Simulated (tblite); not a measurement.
Species: C₅H₇S (charge -1).
Numbering: `[CH2:1]=[CH:2][CH2:3]/[CH:4]=[CH:5]\[S-:6]` (hydrogens: H7, H8 on C1; H9 on C2; H10, H11 on C3; H12 on C4; H13 on C5)
Bond orders are those of one Lewis drawing.

Computed with GFN2-xTB (tblite), gas phase: Langevin dynamics at 400 K from the optimised GFN2-xTB geometry, time step 0.5 fs, friction 0.01 fs⁻¹, 2000 steps.

Start geometry:
```
atom  x, y, z in Å
C1      2.363   -0.001    0.200
C2      1.138   -0.489    0.075
C3      0.016    0.171   -0.645
C4     -1.081    0.505    0.327
C5     -2.306   -0.043    0.261
S6     -2.869   -1.158   -0.899
H7      3.131   -0.498    0.774
H8      2.654    0.925   -0.275
H9      0.874   -1.415    0.573
H10    -0.425   -0.518   -1.375
H11     0.377    1.066   -1.168
H12    -0.834    1.202    1.124
H13    -3.043    0.253    1.010
```

The statistics below take the 31 frames saved every 25 fs from 250 to 1000 fs; their kinetic temperature (all 3N coordinates) averages 374 K.

Task: How do the bond lengths spread?

Result: 
| bond | start (Å) | mean (Å) | standard deviation (Å) | shortest (Å) | longest (Å) |
| --- | --- | --- | --- | --- | --- |
| C1=C2 | 1.325 | 1.327 | 0.020 | 1.282 | 1.372 |
| C2–C3 | 1.488 | 1.499 | 0.037 | 1.432 | 1.576 |
| C3–C4 | 1.503 | 1.514 | 0.029 | 1.432 | 1.566 |
| C4=C5 | 1.344 | 1.347 | 0.025 | 1.302 | 1.391 |
| C5–S6 | 1.705 | 1.717 | 0.036 | 1.639 | 1.797 |
| C1–H7 | 1.080 | 1.084 | 0.036 | 1.007 | 1.149 |
| C1–H8 | 1.080 | 1.086 | 0.031 | 1.019 | 1.172 |
| C2–H9 | 1.083 | 1.085 | 0.029 | 1.035 | 1.131 |
| C3–H10 | 1.096 | 1.101 | 0.035 | 1.033 | 1.164 |
| C3–H11 | 1.098 | 1.099 | 0.034 | 1.033 | 1.194 |
| C4–H12 | 1.087 | 1.098 | 0.036 | 1.032 | 1.166 |
| C5–H13 | 1.092 | 1.102 | 0.044 | 1.017 | 1.199 |

Task: How far does each atom move about its mean position (frames aligned on the start, all atoms weighted alike), and what rms force does it feel?

Result: 
```tsv
atom	rms displacement (Å)	rms force (eV/Å)
C1	0.15	1.99
C2	0.14	1.85
C3	0.15	2.12
C4	0.16	1.99
C5	0.16	2.09
S6	0.40	1.03
H7	0.25	1.25
H8	0.34	1.07
H9	0.33	1.07
H10	0.24	1.22
H11	0.18	1.15
H12	0.29	1.12
H13	0.23	1.21
```

The displacements run from 0.14 to 0.40 Å, the largest at S6.

Task: Follow the torsions C1–C2–C3–C4 and C2–C3–C4–C5 through every second one of these frames.

Result: 
```tsv
t (fs)	C1–C2–C3–C4 (°)	C2–C3–C4–C5 (°)
250	-109	-76
300	-110	-92
350	-93	-75
400	-111	-85
450	-132	-85
500	-130	-95
550	-120	-106
600	-119	-104
650	-112	-90
700	-103	-93
750	-120	-87
800	-133	-106
850	-142	-89
900	-126	-117
950	-122	-120
1000	-139	-115
```

Largest departure from the start value over all these frames: C1–C2–C3–C4 28° (start -116°), C2–C3–C4–C5 44° (start -116°).

Task: How widely does the potential energy scatter, against a harmonic estimate?

Result: Mean 0.56 eV above the start, standard deviation 0.126 eV, range 0.26 to 0.80 eV. For 33 classical harmonic modes at 400 K the canonical values are 33kT/2 = 0.57 eV and kT·√(33/2) = 0.140 eV.

The run is classical and short, so these are rough statistics of one trajectory.

What follows is the cost of the whole dynamics run. On one thread, Arm Neoverse V2 (aarch64), shared host, this took 7.4 s of wall time and 0.18 GiB of memory at its peak.
